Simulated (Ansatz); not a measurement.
**H3Si–NH2, singlet in cc-pVDZ: errors against RCCSDT(Q)**

Geometry: displaced at random from a stationary point.

```yaml
atoms:
  - { symbol: Si, position_ang: [0.0438, 0.0058, 0.5724] }
  - { symbol: N, position_ang: [-0.0558, 0.0142, -1.1352] }
  - { symbol: H, position_ang: [0.6512, -1.2389, 1.0590] }
  - { symbol: H, position_ang: [0.7343, 1.1472, 1.0772] }
  - { symbol: H, position_ang: [-1.4316, -0.0926, 1.0938] }
  - { symbol: H, position_ang: [-0.1306, -0.9007, -1.7173] }
  - { symbol: H, position_ang: [-0.2686, 0.7262, -1.6873] }
```

Basis cc-pVDZ; Ansatz 0.2.0. Correlated methods freeze the noble-gas cores, which leaves 14 electrons in 51 orbitals. Prefix R: restricted or restricted open-shell reference. Active spaces: frontier = (8e, 8o) about the gap.

Full CI isn't at hand for all of this; RCCSDT(Q) serves as the reference, and is uncertain by about the last step of the cluster series.

The UHF ⟨S²⟩ is 0.000. The T1 diagnostic (RCCSD) is 0.0095 and the largest doubles amplitude (RCCSD) is 0.028.

```json
{"level": "RMP2", "E − E(RHF) (eV)": "-7.6537"}
{"level": "RCCSD", "E − E(RHF) (eV)": "-8.6095"}
{"level": "RCCSD(T)", "E − E(RHF) (eV)": "-8.7904"}
```

Q: Estimate how far RCCSDT(Q) in cc-pVDZ lies from RCCSD(T). The table doesn't fix it; the size of (T) and the diagnostics are the guide.

A: RCCSDT(Q) in cc-pVDZ lies 33 meV below RCCSD(T), which is 18 % of the (T) step (-181 meV). The diagnostics are small and one determinant leads, so the series closes fast and only a small part of (T) is left.

The other levels:

| level | E − E(RCCSDT(Q)) (meV) | share of correlation (%) | wall time |
| --- | --- | --- | --- |
| CISD | 956 | 89.17 | 2.9 s |
| BCCD(T) | 32 | 99.64 | 1 s |
| RCCSDT | 14 | 99.84 | – |
| CASSCF (frontier space) | 5937 | 32.71 | – |
| NEVPT2 (frontier space) | 1379 | 84.37 | 6.5 s |

The correlation energy at RCCSDT(Q), counted from RHF, is -8.823 eV. That run took 56 s on 1 thread of Arm Neoverse V1, shared host.

Times hold each run's SCF and search for its determinant on a shared host, so for small cases they say little of a method's own cost; they ran on 1 thread of Arm Neoverse V1.
